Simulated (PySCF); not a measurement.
Species: P2.
SMILES: `P#P`

Computed with CAM-B3LYP/def2-TZVP geometry optimisation, gas phase in PySCF.

Take the most abundant isotopes and a rigid rotor. 

(1) What are the moment of inertia and the rotational constant?

(2) List the first levels of a rigid rotor in a Σ state.

(3) Has it a pure rotational spectrum?

(4) Estimate the classical rotational partition function at 10 K, 25 K and 298.15 K.

Results:

(1) I = 54.088 u·Å², B = 505379 MHz·u·Å²/I = 9344 MHz (0.3117 cm⁻¹, or 0.448 K as hB/k). For two atoms I = μr² with μ = 15.4869 u and r = 1.8688 Å.

(2) E(J) = BJ(J+1): J = 1: 0.623, J = 2: 1.870, J = 3: 3.740, J = 4: 6.233, J = 5: 9.350, J = 6: 13.090 cm⁻¹.

(3) Not by electric dipole: D∞h allows no dipole (computed 0.00 D). Rotational Raman lines (ΔJ = 2) lie at B(4J + 6), spaced by 4B = 1.247 cm⁻¹, with nuclear-spin weights that differ between even and odd J.

(4) Point group D∞h, symmetry number σ = 2; q = kT/(σhB), k/h = 20836.6 MHz/K: 11.2 at 10 K, 27.9 at 25 K, 332 at 298.15 K.

No CAM-B3LYP/def2-TZVP frequencies stand behind this structure, so it isn't proved a minimum. No vibrational averaging or centrifugal distortion is included, and the geometry carries the error of its method.
